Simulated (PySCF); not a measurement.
How far are cheaper levels from CCSD(T)/CBS for CS?

PySCF; the state is a singlet (closed shell). The composite is CCSD(T) extrapolated to the basis-set limit from two correlation-consistent sets, with core-valence (CV) and scalar-relativistic (SR) terms as its label shows; it has no spin–orbit coupling and nothing beyond (T). Here it is CCSD(T)/CBS(TQ)+CV+SR. It gives Re = 1.535 Å, ωe = 1292 cm⁻¹ and De = 7.42 eV to C + S.

```csv
level,basis,relativity,Re (Å),ωe (cm⁻¹),De (eV)
RHF-SCS-MP2,cc-pVDZ/cc-pV(D+d)Z,no relativity,1.552,1311,6.83
RHF-CCSD,x2c-TZVPPall,spin-free X2C,1.532,1333,6.72
PBE,cc-pVDZ/cc-pV(D+d)Z,no relativity,1.559,1262,7.72
r²SCAN,STO-3G,no relativity,1.568,1379,8.17
TPSSh,STO-3G,no relativity,1.567,1378,8.02
B3LYP,STO-3G,no relativity,1.565,1381,7.86
B3LYP,def2-SVPD,no relativity,1.541,1310,7.14
r²SCAN0,x2c-TZVPPall,spin-free X2C,1.523,1353,6.91
ωB97X,cc-pVDZ/cc-pV(D+d)Z,no relativity,1.533,1377,7.10
LC-ωPBE,STO-3G,no relativity,1.540,1495,7.42
```

Task: Give the difference of each row from the composite.

Result: 

```csv
level,basis,ΔRe (pm),Δωe (%),ΔDe (eV)
RHF-SCS-MP2,cc-pVDZ/cc-pV(D+d)Z,+1.7,+1.5,-0.59
RHF-CCSD,x2c-TZVPPall,-0.3,+3.2,-0.70
PBE,cc-pVDZ/cc-pV(D+d)Z,+2.4,-2.3,+0.30
r²SCAN,STO-3G,+3.3,+6.7,+0.75
TPSSh,STO-3G,+3.2,+6.7,+0.60
B3LYP,STO-3G,+3.0,+6.9,+0.44
B3LYP,def2-SVPD,+0.6,+1.4,-0.28
r²SCAN0,x2c-TZVPPall,-1.2,+4.7,-0.51
ωB97X,cc-pVDZ/cc-pV(D+d)Z,-0.2,+6.6,-0.32
LC-ωPBE,STO-3G,+0.5,+15.7,+0.00
```

Task: Which rows come closest in De?

Result: LC-ωPBE in STO-3G (+0.00 eV), counted from the composite.

Measured (Huber and Herzberg, Constants of Diatomic Molecules (1979)): Re = 1.534941 Å, ωe = 1285.08 cm⁻¹; the composite is off by +0.1 mÅ and +6.8 cm⁻¹.

Correlated steps freeze 6 core orbitals. Correlated levels converge slowly with the basis: in double zeta they bind strong bonds too weakly, by up to about 1 eV, and carry superposition errors of some tenths. Where the molecule has an RHF reference, its open-shell atoms are computed with UHF. The CCSD T1 diagnostic is raised in CS, a sign that a single reference may not be enough there. STO-3G is very small, so such numbers show the basis as much as the molecule.
